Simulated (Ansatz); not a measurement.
Two isomers of C3H5NO: A = `NC1=COC1`, B = `COC1=NC1`.

Isolated molecules relaxed with PBE0-D4/def2-TZVP in Ansatz; ΔE leaves out vibrations. CBS: MP2 limit from def2 TZ/QZ plus the TZ coupled-cluster correction, frozen cores. Functionals use def2-TZVPP. B3LYP here is the variant with VWN-RPA as its local correlation; programs differ in this. Each species was taken in one conformer, which may not be the lowest.

Question: Which is lower in electronic energy at CCSD(T)/CBS, and by how much? (Best estimate.)

Answer: The calculation gave: A, by 5.2 kcal/mol.

Question: Give E(B) − E(A) in kcal/mol with B3LYP, PBE-D4, B3LYP-D4, BLYP-D4, r2SCAN-D4, MP2/def2-TZVPP, LDA (SPW92). (Estimate.)

Answer: The calculation gave: B3LYP 3.4, PBE-D4 5.4, B3LYP-D4 3.8, BLYP-D4 2.8, r2SCAN-D4 3.8, MP2/def2-TZVPP 3.2, LDA (SPW92) 10.1. None reverses the order clearly.

Question: Does the order hold for the free energy at 298.15 K (harmonic terms from PBE0-D4)? (An estimate is asked.)

Answer: The calculation gave: Yes: G(B) − G(A) = +3.9 kcal/mol, for one conformer each.

Largest T1 diagnostic: 0.013.

At CCSD(T), def2-SVP lies −4.3 kcal/mol from the extrapolated value and def2-TZVPP −1.6 kcal/mol. In def2-TZVPP, CCSD(T) changes the Hartree–Fock value by +2.6 kcal/mol (the triples alone add −0.2 kcal/mol) and MP2 by +2.2 kcal/mol.
